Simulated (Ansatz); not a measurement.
# AlHO (singlet): from Hartree-Fock to the top rungs at distance Al1–O2 = 1.271 Å, 6-31G

One table from this session's results is given with a row withheld; the runs are named, their logs left out.

Method: 6-31G, core rule «outside noble gas», up to 6 orbitals frozen; program: Ansatz 0.2.0, Gaussian basis.

Plan: UHF; CCSD(T) on RHF; BCCD(T) on RHF; CISD; CCSDT(Q) on RHF; CISDTQ; CCSDTQ on RHF; CASSCF and MRCISD+Q, 2 electrons in 2 orbitals; CASSCF and NEVPT2, 2 electrons in 2 orbitals; Full CI.

43 further runs of the same task are left out: 21 for a known fault of the program, 16 that didn't finish, 6 set aside as unsound or not needed.

### The geometry

The geometry derives from a PBE0/def2-TZVP stationary point (not a proven minimum). One bond is set to the value named and the two fragments are kept rigid.

3 atoms, charge 0, spin multiplicity 1.

Atoms are counted from 1 here; the program's logs count them from 0.

Bond lengths: Al1–O2 1.271 Å, Al1–H3 1.568 Å. Angles: O2–Al1–H3 180.0°.

Set-up of the first run:

File in.yaml:

```yaml
crystal:
  periodic: [false, false, false]
  atoms:
    - {symbol: Al, position_ang: [0.000000, 0.000000, -0.099112]}
    - {symbol: O, position_ang: [0.000000, 0.000000, -1.370112]}
    - {symbol: H, position_ang: [0.000000, 0.000000, 1.469223]}
basis:
  gaussian: {orbitals: 6-31G}
magnetization: {spin_polarized: true, initial_magnetization: 0}
hamiltonian: {xc: hf}
output: {orbitals: {seedname: orbitals}}
```

Started as:

```sh
ansatz run in.yaml --threads 1 --pin off --events-out ev --progress --plain --max-ram 2393MiB
```

Among the steps run: UHF; CCSD(T) on RHF; BCCD(T) on RHF; CISD; CCSDT(Q) on RHF; CISDTQ; CCSDTQ on RHF; CASSCF and MRCISD+Q, 2 electrons in 2 orbitals; CASSCF and NEVPT2, 2 electrons in 2 orbitals; Full CI.

One table of the session follows, with a row left open; its other results are not shown here.

It belongs to the step «Misses and costs». 

| method | from FCI (kJ/mol) |
| --- | --- |
| RHF | +465.3 |
| RMP2 | +23.8 |
| RCCSD | ? |
| RCCSD(T) | +3.2 |
| BCCD(T) | +2.4 |
| RCCSDT | +1.5 |
| RCCSDT(Q) | -0.7 |
| RCCSDTQ | -0.2 |
| CASSCF pair | +418.2 |
| NEVPT2 pair | +17.3 |
| MRCISD pair | +37.3 |
| MRCISD+Q pair | +9.7 |
| FCI | 0 |

**Question.** Estimate the row for RCCSD.

**Answer.** from FCI (kJ/mol): +17.5. In the column «from FCI (kJ/mol)» it lies between NEVPT2 pair (+17.3) and RMP2 (+23.8).

Not comparable, so not listed: CISD; CISDTQ (they don't share determinant, frozen orbitals or solution with the rows shown, or repeat one).

Caveats from the session: RCCSDT(Q), RCCSDTQ fall below full CI, which methods that aren't variational can do.
